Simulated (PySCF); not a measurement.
An unknown gives this computed stick spectrum. Theory: TDDFT CAM-B3LYP/def2-SVPD, vertical, gas phase, core orbitals frozen in the response in PySCF 2.14.0, density-fitted response routines. Geometries: GFN2-xTB, one conformer each.

```
state  λ (nm)       f
   S1   170.0  0.0000
   S2   132.4   0.031
   S3   120.5   0.173
   S4   118.5  0.0057
   S5   117.7  0.0000
   S6   113.1  0.0078
   S7   106.4  0.0001
   S8   105.0  0.0000
```

Triplets computed (Tamm–Dancoff): 6.77, 7.32, 9.09 eV.

Question: Which candidate is it?
A. `C#COCC`
B. `O=C(F)F`
C. `C=C=COC`
D. `C(C1CC1)=O`

Answer: B. Its S1, at 7.29 eV, is the highest among the candidates; the nearest of the others has S1 at 6.37 eV. S1 is HOMO→LUMO (99%). Löwdin shares by element: HOMO oxygen 71%, fluorine 21%, carbon 8%; LUMO carbon 43%, oxygen 34%, fluorine 24%. At the same level the other candidates give, for their lowest levels:
- `C#COCC`: 194 nm (f 0.000); 185 nm (f 0.033); 175 nm (f 0.004); 168 nm (f 0.035); 164 nm (f 0.011); T1 5.73 eV; HOMO -8.44, LUMO 1.26 eV
- `O=CC1CC1`: 279 nm (f 0.000); 168 nm (f 0.125); 162 nm (f 0.220); 158 nm (f 0.002); 155 nm (f 0.036); T1 3.86 eV; HOMO -8.95, LUMO 0.47 eV
- `C=C=COC`: 263 nm (f 0.001); 195 nm (f 0.017); 184 nm (f 0.302); 180 nm (f 0.000); 177 nm (f 0.009); T1 4.30 eV; HOMO -7.81, LUMO 0.95 eV
